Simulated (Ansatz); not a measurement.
# A relaxation, step by step

CH₇NSi, closed shell, PBE0-D4/def2-TZVP (Ansatz 0.2.0). Settings:

```yaml
hamiltonian: {xc: pbe0, dispersion: d4}
relax: {f_tol: 0.005, max_steps: 200}
```

Start, a step off a saddle point along its unstable mode:

```xyz
10
angstrom
Si 0.1323 0.4786 0.0471
H 1.5450 0.1745 -0.5217
N -0.4453 0.7091 -1.5305
H 0.7620 0.5574 -1.4508
H 0.3622 1.6295 0.9590
C -0.3290 -1.0417 0.9585
H -0.8519 1.5505 -1.9010
H 0.4928 -1.2374 1.6551
H -1.2508 -0.9417 1.5220
H -0.4172 -1.8788 0.2624
```

| step | energy less the last (meV) | largest force component (eV/Å) |
| --- | --- | --- |
| 1 | 2308.6 | 2.978 |
| 2 | 1430.4 | 3.128 |
| 3 | 938.3 | 4.713 |
| 4 | 420.6 | 1.783 |
| 5 | 138.4 | 0.833 |
| 6 | 38.1 | 0.430 |
| 7 (rejected trial) | 39.4 | 0.423 |
| 8 | 19.9 | 0.218 |
| 9 | 11.0 | 0.081 |
| 10 | 4.2 | 0.116 |
| 11 | 1.2 | 0.013 |
| 12 (rejected trial) | 7.0 | 0.436 |
| 13 | 0.2 | 0.015 |
| 14 | 0.1 | 0.041 |
| 15 | 0.0 | 0.018 |
| 16 | 0.0 | 0.010 |
| 17 | 0.0 | 0.003 |

Step 5, positions (Å) and forces (eV/Å):

```json
{"atom": "Si1", "x": "0.360", "y": "0.416", "z": "0.058", "Fx": "-0.288", "Fy": "0.101", "Fz": "0.413"}
{"atom": "H2", "x": "1.782", "y": "0.143", "z": "-0.234", "Fx": "0.262", "Fy": "-0.052", "Fz": "0.039"}
{"atom": "N3", "x": "-0.327", "y": "0.707", "z": "-1.505", "Fx": "0.833", "Fy": "-0.198", "Fz": "-0.169"}
{"atom": "H4", "x": "0.490", "y": "0.748", "z": "-2.115", "Fx": "-0.581", "Fy": "0.057", "Fz": "-0.246"}
{"atom": "H5", "x": "0.256", "y": "1.607", "z": "0.952", "Fx": "0.040", "Fy": "0.042", "Fz": "-0.002"}
{"atom": "C6", "x": "-0.327", "y": "-1.048", "z": "0.986", "Fx": "0.038", "Fy": "-0.043", "Fz": "-0.019"}
{"atom": "H7", "x": "-0.907", "y": "1.507", "z": "-1.685", "Fx": "-0.200", "Fy": "0.116", "Fz": "0.063"}
{"atom": "H8", "x": "0.387", "y": "-1.322", "z": "1.771", "Fx": "-0.066", "Fy": "0.023", "Fz": "-0.005"}
{"atom": "H9", "x": "-1.292", "y": "-0.855", "z": "1.462", "Fx": "0.036", "Fy": "-0.008", "Fz": "-0.107"}
{"atom": "H10", "x": "-0.421", "y": "-1.902", "z": "0.311", "Fx": "-0.074", "Fy": "-0.037", "Fz": "0.035"}
```

Step 6, positions (Å) and forces (eV/Å):

| atom | x | y | z | Fx | Fy | Fz |
| --- | --- | --- | --- | --- | --- | --- |
| Si1 | 0.448 | 0.436 | 0.088 | -0.177 | -0.430 | -0.298 |
| H2 | 1.886 | 0.129 | -0.169 | -0.036 | 0.064 | 0.028 |
| N3 | -0.266 | 0.721 | -1.473 | 0.183 | 0.076 | 0.221 |
| H4 | 0.360 | 0.779 | -2.264 | -0.112 | 0.015 | 0.099 |
| H5 | 0.347 | 1.633 | 0.974 | -0.004 | -0.033 | 0.013 |
| C6 | -0.322 | -1.046 | 0.963 | -0.001 | 0.377 | -0.038 |
| H7 | -1.014 | 1.391 | -1.565 | 0.029 | -0.071 | -0.022 |
| H8 | 0.286 | -1.297 | 1.838 | -0.084 | -0.051 | 0.004 |
| H9 | -1.340 | -0.827 | 1.299 | 0.063 | 0.034 | 0.047 |
| H10 | -0.385 | -1.918 | 0.309 | 0.140 | 0.018 | -0.055 |

Step 14, positions (Å) and forces (eV/Å):

```csv
atom,x,y,z,Fx,Fy,Fz
Si1,0.536,0.395,0.063,0.007,0.013,0.008
H2,1.953,0.045,-0.228,0.000,-0.008,-0.005
N3,-0.209,0.687,-1.464,0.005,0.026,-0.024
H4,0.308,1.194,-2.167,-0.041,-0.026,0.034
H5,0.561,1.575,0.984,-0.008,0.004,-0.003
C6,-0.351,-0.991,0.940,0.001,-0.008,-0.001
H7,-1.188,0.925,-1.507,0.039,-0.004,-0.002
H8,0.113,-1.191,1.909,-0.002,0.002,-0.007
H9,-1.397,-0.732,1.123,0.003,0.000,-0.003
H10,-0.325,-1.908,0.347,-0.003,0.001,0.002
```

Last step (17):

```xyz
10
angstrom
Si 0.5383 0.3961 0.0650
H 1.9550 0.0440 -0.2263
N -0.2074 0.6859 -1.4624
H 0.3027 1.1943 -2.1669
H 0.5609 1.5779 0.9832
C -0.3505 -0.9901 0.9387
H -1.1871 0.9193 -1.5034
H 0.1114 -1.1930 1.9082
H -1.3968 -0.7290 1.1203
H -0.3264 -1.9053 0.3436
```

Hardware: 2 CPU threads of an Arm Neoverse N1, shared host. Wall time about 68 s.
